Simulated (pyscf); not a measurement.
Structures and frequencies: ωB97X-D3(BJ)/def2-SVP in PySCF. MP2 and CC: frozen core, UHF for open shells. ΔMP2 is the change of the MP2 total energy from the triple- to the quadruple-zeta basis.

**Question.** Estimate by transition-state theory (the high-pressure limit) the rate constant of O=PH + silane (SiH₄) -> H₃Si–O–PH₂ (singlet surface; H–Si broken, H–P, O–Si formed) at 1200 K, with CCSD(T)/def2-TZVPP + ΔMP2(QZVPP) energies (ideal gas, 1 atm, RRHO with modes under 100 cm⁻¹ raised to 100, one conformer, R ln 2 for chiral ones without a mode under 150 cm⁻¹; no tunnelling).

**Answer.** The electronic barrier is 10.6 kcal/mol and the thermal terms add +42.9, so ΔG‡ = 53.5 kcal/mol. With k_BT/h = 2.50e+13 s⁻¹ and RT = 2.385 kcal/mol, and a volume of 1.64e-19 cm³ per molecule at 1 atm, k = 7.4e-16 cm³ molecule⁻¹ s⁻¹. The product is born with the 61 kcal/mol of the reverse barrier and needs collisions to keep. Wigner's tunnelling factor for 409i cm⁻¹ would be 1.01. A shift of 1 kcal/mol in the barrier changes k by a factor 1.5. At the saddle there is also a short P–Si contact that neither side keeps. This saddle turned up in a search for another step; its sides and bond changes are read from the two ends of the descent. H₃Si–O–PH₂ lies 5.7 kcal/mol over its isomer HO–SiH₂–PH₂ (electronic energy, ωB97M-D3(BJ)/def2-TZVP). One saddle was located; it need not be the lowest between these sides. The CCSD(T) − MP2 part came from Ansatz, without density fitting, on the same reference.
